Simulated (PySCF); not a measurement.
Diamond was calculated with MP2 (PySCF, GTH pseudopotentials, Gaussian basis).

Cell (relaxed at this level):

Space group Fd-3m, origin choice 1 (No. 227); a = 3.537 Å, b = 3.537 Å, c = 3.537 Å, α = 90.00°, β = 90.00°, γ = 90.00°

```
atom  site  symmetry       x       y       z
----  ----  --------  ------  ------  ------
C       8b      -43m  0.5000  0.5000  0.5000
```
(The calculation used a cell of 2 atoms; values per cell refer to that cell.)

Question: What does this level give for the bulk modulus, cohesive energy and pressure derivative B′ of the bulk modulus?

Answer: 
- bulk modulus = 469 GPa ± 10
- cohesive energy = 8.10 eV/atom ± 0.1
- pressure derivative B′ of the bulk modulus = 3.8

Measured, for comparison: bulk modulus 455 GPa (0 K value with the zero-point phonon effect removed; as tabulated in Mejia-Rodriguez and Trickey (2018), arXiv:1807.09216); cohesive energy 7.55 eV/atom (static lattice: zero-point vibration energy added; as tabulated in Mejia-Rodriguez and Trickey (2018), arXiv:1807.09216). Computed (rounded) less measured: bulk modulus +3 %, cohesive energy +0.55 eV/atom.

A ± is a rough bar: the spread of an extrapolation, a floor set from checks against published values, or a statistical error.

Computed values are for the static lattice.
